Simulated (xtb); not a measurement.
xtb input (GFN1-xTB):

```bash
xtb mol.xyz --gfn 1 --sp --chrg -1 --uhf 0
```
mol.xyz:
```
7

C      0.10850459     0.05504033    -0.05250686
O      0.22328157     1.21371744    -0.51862629
O     -1.20140996    -0.25340913     0.44854802
H     -1.65579332     0.58035355     0.27135946
C      1.01286197    -0.97365632     0.06482395
H      0.72779788    -1.92009361     0.50193316
H      2.02482319    -0.83103053    -0.28656900
```

End of the output:

```
         :::::::::::::::::::::::::::::::::::::::::::::::::::::
         ::                     SUMMARY                     ::
         :::::::::::::::::::::::::::::::::::::::::::::::::::::
         :: total energy             -15.457584871237 Eh    ::
         :: gradient norm              0.017081687713 Eh/a0 ::
         :: HOMO-LUMO gap              5.281363491190 eV    ::
         ::.................................................::
         :: SCC energy               -15.578991658819 Eh    ::
         :: -> electrostatic           0.242703308796 Eh    ::
         :: repulsion energy           0.122876125507 Eh    ::
         :: dispersion energy         -0.001469337925 Eh    ::
         :: halogen bond corr.         0.000000000000 Eh    ::
         :: add. restraining           0.000000000000 Eh    ::
         :: total charge              -1.000000000000 e     ::
         :::::::::::::::::::::::::::::::::::::::::::::::::::::

           -------------------------------------------------
          |                Property Printout                |
           -------------------------------------------------

    * Orbital Energies and Occupations

         #    Occupation            Energy/Eh            Energy/eV
      -------------------------------------------------------------
         1        2.0000           -0.5555577             -15.1175
         2        2.0000           -0.5025082             -13.6739
         3        2.0000           -0.4264060             -11.6031
         4        2.0000           -0.3788939             -10.3102
         5        2.0000           -0.3573306              -9.7235
         6        2.0000           -0.3331149              -9.0645
         7        2.0000           -0.3252076              -8.8493
         8        2.0000           -0.2789076              -7.5895
         9        2.0000           -0.2689830              -7.3194
        10        2.0000           -0.2539227              -6.9096
        11        2.0000           -0.1992406              -5.4216
        12        2.0000           -0.1400046              -3.8097 (HOMO)
        13                          0.0540819               1.4716 (LUMO)
        14                          0.1064738               2.8973
        15                          0.1227763               3.3409
        16                          0.1654332               4.5017
Note: The following floating-point exceptions are signalling: IEEE_DENORMAL
normal termination of xtb
        17                          0.3194049               8.6914
        18                          0.4995154              13.5925
        19                          0.5524404              15.0327
        20                          0.5923549              16.1188
        21                          0.6893736              18.7588
        22                          0.9020807              24.5469
      -------------------------------------------------------------
                  HL-Gap            0.1940865 Eh            5.2814 eV
             Fermi-level           -0.0429613 Eh           -1.1690 eV

  Mulliken/CM5 charges         n(s)   n(p)   n(d)
     1C     0.50062  0.54007   0.970  2.530  0.000
     2O    -0.73496 -0.78132   1.749  4.986  0.000
     3O    -0.62407 -0.81546   1.727  4.897  0.000
     4H     0.30263  0.48372   0.697  0.000  0.000
     5C    -0.41707 -0.51112   1.001  3.416  0.000
     6H    -0.01336  0.04280   1.013  0.000  0.000
     7H    -0.01379  0.04131   1.014  0.000  0.000

Wiberg/Mayer (AO) data.
largest (>0.10) Wiberg bond orders for each atom

 ---------------------------------------------------------------------------
     #   Z sym  total        # sym  WBO       # sym  WBO       # sym  WBO
 ---------------------------------------------------------------------------
     1   6 C    3.862 --     5 C    1.556     2 O    1.414     3 O    0.891
     2   8 O    1.729 --     1 C    1.414     5 C    0.184
     3   8 O    1.917 --     4 H    0.894     1 C    0.891
     4   1 H    0.947 --     3 O    0.894
     5   6 C    3.765 --     1 C    1.556     6 H    0.987     7 H    0.985
                             2 O    0.184
     6   1 H    1.008 --     5 C    0.987
     7   1 H    1.010 --     5 C    0.985
 ---------------------------------------------------------------------------

Topologies differ in total number of bonds
Writing topology from bond orders to xtbtopo.mol

 dipole moment from electron density (au)
     X       Y       Z
  -0.7590  -0.1499   0.2796  total (Debye):    2.091

           -------------------------------------------------
          | TOTAL ENERGY              -15.457584871237 Eh   |
          | GRADIENT NORM               0.017081687713 Eh/α |
          | HOMO-LUMO GAP               5.281363491190 eV   |
           -------------------------------------------------

------------------------------------------------------------------------
------------------------------------------------------------------------
 total:
 SCF:
```

It need not be the lowest isomer of its formula. Whether it binds its extra electron was not tested at this geometry.
